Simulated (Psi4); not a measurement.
# U-r2SCAN/cc-pVQZ (density fitting, sweep point 3) run of CH3N (SMILES C[N])

What is the energy change on altering one bond length of CH3N at U-r2SCAN/cc-pVQZ (density fitting, sweep point 3)? Input form: a Python script.

Program for the calculation: Psi4 1.11.

## Step 1: Starting point

CH3N: 5 atoms, total charge 0, spin state triplet. As SMILES, `C[N]`. The shape is that of a GFN2-xTB optimisation.

Bond lengths: C1–N2 1.350 Å, C1–H3 1.105 Å, C1–H4 1.105 Å, C1–H5 1.105 Å. Angles: N2–C1–H3 111.3°, N2–C1–H4 111.3°, N2–C1–H5 111.3°, H3–C1–H4 107.5°, H3–C1–H5 107.5°, H4–C1–H5 107.5°.

## Step 2: A single-point energy at U-r2SCAN/cc-pVQZ (density fitting, sweep point 3)

The input, ch3n.py:

```python
import psi4

psi4.set_memory('1600 MB')
psi4.set_num_threads(1)
psi4.set_output_file('psi4.out', False)

m = psi4.geometry("""
0 3
C     -0.026140    -0.009290    -0.007100
N      1.205850     0.428790     0.326800
H     -0.811210     0.665380     0.379200
H     -0.148300    -0.068860    -1.103600
H     -0.220190    -1.016020     0.404710
symmetry c1
""")

options = {'basis': 'cc-pVQZ', 'reference': 'uks', 'puream': True, 'scf_type': 'df', 'dft_radial_points': 99, 'dft_spherical_points': 590, 'maxiter': 150}
psi4.set_options(options)

E, wfn = psi4.energy("r2scan", molecule=m, return_wfn=True)
print('E =', round(E, 9))
for k, v in sorted(psi4.core.scalar_variables().items()):
    print(f'{k:45s} {v:18.10f}')
```

Command:

```console
$ python ch3n.py
```

psi4.out:

```text
[...]
  Running in c1 symmetry.
[...]
  Nuclear repulsion =   31.450834377081978
[...]
  Multiplicity = 3
[...]
  Nalpha       = 9
  Nbeta        = 7
[...]
    Number of basis functions: 200
[...]
   @DF-UKS iter   1:   -94.32812915098866   -3.36257e-01   3.26717e-03 ADIIS/DIIS
[...]
   @DF-UKS iter   8:   -94.53466579132285   -1.62124e-07   4.89054e-07 DIIS
[...]
   @S^2 Observed:                2.012782500E+00
[...]
    Orbital Energies [Eh]
    ---------------------
    Alpha Occupied:
       1A    -14.200408     2A    -10.066302     3A     -0.873065
       4A     -0.604402     5A     -0.438516     6A     -0.438510
       7A     -0.345563     8A     -0.244766     9A     -0.244762
    Alpha Virtual:
      10A      0.041853    11A      0.104711    12A      0.104712
      13A      0.110178    14A      0.196727    15A      0.196736
      16A      0.301372    17A      0.341088    18A      0.349573
      19A      0.349577    20A      0.376941    21A      0.386481
      22A      0.386482    23A      0.459535    24A      0.485461
      25A      0.485465    26A      0.630157    27A      0.630163
[...]
  @DF-UKS Final Energy:   -94.53466579132285
   => Energetics <=
    Nuclear Repulsion Energy =             31.4508343770819785
    One-Electron Energy =                -189.0852096119338057
    Two-Electron Energy =                  76.4545270247561177
    DFT Exchange-Correlation Energy =     -13.3548175812271346
    Empirical Dispersion Energy =           0.0000000000000000
    VV10 Nonlocal Energy =                  0.0000000000000000
    Total Energy =                        -94.5346657913228512
[...]
 Multipole Moments:
 ------------------------------------------------------------------------------------
     Multipole            Electronic (a.u.)      Nuclear  (a.u.)        Total (a.u.)
 ------------------------------------------------------------------------------------
 L = 1.  Multiply by 2.5417464519 to convert [e a0] to [Debye]
 Dipole X            :          1.7917866           -2.5983681           -0.8065816
 Dipole Y            :          0.6371582           -0.9239709           -0.2868128
 Dipole Z            :          0.4855691           -0.7041517           -0.2185826
 Magnitude           :                                                    0.8835235
[...]
```

On the terminal:

```text
E = -94.534665791
CURRENT ENERGY                                    -94.5346657913
CURRENT REFERENCE ENERGY                          -94.5346657913
DD SOLVATION ENERGY                                 0.0000000000
DFT FUNCTIONAL TOTAL ENERGY                       -94.5346657913
DFT TOTAL ENERGY                                  -94.5346657913
DFT VV10 ENERGY                                     0.0000000000
DFT XC ENERGY                                     -13.3548175812
GRID ELECTRONS ALPHA                                9.0000000057
GRID ELECTRONS BETA                                 7.0000000122
GRID ELECTRONS TOTAL                               16.0000000179
NUCLEAR REPULSION ENERGY                           31.4508343771
ONE-ELECTRON ENERGY                              -189.0852096119
PCM POLARIZATION ENERGY                             0.0000000000
PE ENERGY                                           0.0000000000
SCF ITERATION ENERGY                              -94.5346657913
SCF ITERATIONS                                      8.0000000000
SCF TOTAL ENERGY                                  -94.5346657913
TWO-ELECTRON ENERGY                                76.4545270248
XC GRID RADIAL POINTS                              99.0000000000
XC GRID SPHERICAL POINTS                          590.0000000000
XC GRID TOTAL POINTS                           280576.0000000000
```

Wall time 74 s (1 thread of Intel Xeon Platinum 8488C (Sapphire Rapids), shared host); peak memory 1.3 GiB.

## Step 3: The distorted shape at the same level

The input, calc.py:

```python
import psi4

psi4.set_memory('1600 MB')
psi4.set_num_threads(1)
psi4.set_output_file('ch3n.out', False)

molecule = psi4.geometry("""
0 3
C     -0.272517    -0.096898    -0.073874
N      1.205850     0.428790     0.326800
H     -1.057587     0.577772     0.312426
H     -0.394677    -0.156468    -1.170374
H     -0.466567    -1.103628     0.337936
symmetry c1
""")

options = {'basis': 'cc-pVQZ', 'reference': 'uks', 'puream': True, 'scf_type': 'df', 'dft_radial_points': 99, 'dft_spherical_points': 590, 'maxiter': 150}
psi4.set_options(options)

result = psi4.energy('r2scan')
print(f'r2scan energy: {result:.10f} Eh')
```

Command:

```console
$ python calc.py
```

ch3n.out:

```text
[...]
  Running in c1 symmetry.
[...]
  Nuclear repulsion =   28.135110580244213
[...]
  Multiplicity = 3
[...]
  Nalpha       = 9
  Nbeta        = 7
[...]
    Number of basis functions: 200
[...]
   @DF-UKS iter   1:   -94.32943114873757   -5.87069e-01   3.13771e-03 ADIIS/DIIS
[...]
   @DF-UKS iter   8:   -94.51830701100256   -4.83822e-07   7.78108e-07 DIIS
[...]
   @S^2 Observed:                2.013055632E+00
[...]
    Orbital Energies [Eh]
    ---------------------
    Alpha Occupied:
       1A    -14.233714     2A    -10.074923     3A     -0.799694
       4A     -0.624695     5A     -0.405209     6A     -0.405205
       7A     -0.330363     8A     -0.272114     9A     -0.272111
    Alpha Virtual:
      10A      0.045082    11A      0.056895    12A      0.111807
      13A      0.111808    14A      0.205299    15A      0.205311
      16A      0.223273    17A      0.317181    18A      0.354540
      19A      0.354542    20A      0.375748    21A      0.381556
      22A      0.381558    23A      0.444555    24A      0.468949
      25A      0.468955    26A      0.628337    27A      0.628343
[...]
  @DF-UKS Final Energy:   -94.51830701100256
   => Energetics <=
    Nuclear Repulsion Energy =             28.1351105802442127
    One-Electron Energy =                -182.6020378808977398
    Two-Electron Energy =                  73.1956750698629719
    DFT Exchange-Correlation Energy =     -13.2470547802119913
    Empirical Dispersion Energy =           0.0000000000000000
    VV10 Nonlocal Energy =                  0.0000000000000000
    Total Energy =                        -94.5183070110025625
[...]
 Multipole Moments:
 ------------------------------------------------------------------------------------
     Multipole            Electronic (a.u.)      Nuclear  (a.u.)        Total (a.u.)
 ------------------------------------------------------------------------------------
 L = 1.  Multiply by 2.5417464519 to convert [e a0] to [Debye]
 Dipole X            :          2.2235954           -2.9330155           -0.7094201
 Dipole Y            :          0.7907081           -1.0429666           -0.2522585
 Dipole Z            :          0.6025878           -0.7948491           -0.1922613
 Magnitude           :                                                    0.7770944
[...]
```

On the terminal:

```text
r2scan energy: -94.5183070110 Eh
```

Run time: 72 s. Hardware: 1 thread of Intel Xeon Platinum 8488C (Sapphire Rapids), shared host; peak memory 1.2 GiB.

## Step 4: Outcome

Level: U-r2SCAN/cc-pVQZ (density fitting, sweep point 3).

```
                                                         quantity         value
                                        first shape: total energy  -94.53467 Eh
                                       first shape: dipole moment        2.25 D
                  first shape: HOMO energy (highest over α and β)      -6.66 eV
                   first shape: LUMO energy (lowest over α and β)      -2.57 eV
                                                first shape: ⟨S²⟩         2.013
                                    distorted shape: total energy  -94.51831 Eh
                                   distorted shape: dipole moment        1.98 D
              distorted shape: HOMO energy (highest over α and β)      -7.40 eV
               distorted shape: LUMO energy (lowest over α and β)      -2.73 eV
                                            distorted shape: ⟨S²⟩         2.013
energy change with the C1–N2 bond stretched from 1.350 to 1.619 Å      0.445 eV
```

In words: With the C1–N2 bond stretched from 1.350 to 1.619 Å the energy rises by 0.45 eV (42.9 kJ/mol). The first shape isn't relaxed at this level, so the change isn't measured from a minimum.
